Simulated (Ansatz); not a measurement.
Two shapes of triplet H₂O₃.

Shape 1:

```xyz
5

O    -0.0024    0.0196    0.0180
O    -0.6274    0.9584    0.0260
O     3.3300    0.0495    0.3557
H     3.7525    0.8113    0.5903
H     4.0245   -0.6116    0.2142
```

Shape 2:

```xyz
5

O     0.0401   -0.0242    0.0530
O    -0.7300    0.8767    0.0788
O     3.3887    0.1425    0.2644
H     3.5869    0.8289    0.9478
H     4.2111   -0.1138   -0.0868
```

Basis set: def2-SVP (spherical functions). Left uncorrelated: 3 orbitals. Charge 0, multiplicity 3.

Computed with Ansatz (development build ahead of 0.2.0); each method stands on the lowest determinant of its kind that the runs found.

Q: Which shape is lower in energy, and by how much in each method?

A:

```csv
method,E(2) − E(1) (eV)
UHF,-0.001
UHF-MP2,-0.387
```

Shape 2 is lower. Caution for UHF-MP2: MP2 forces lie far from those of the mean fields.
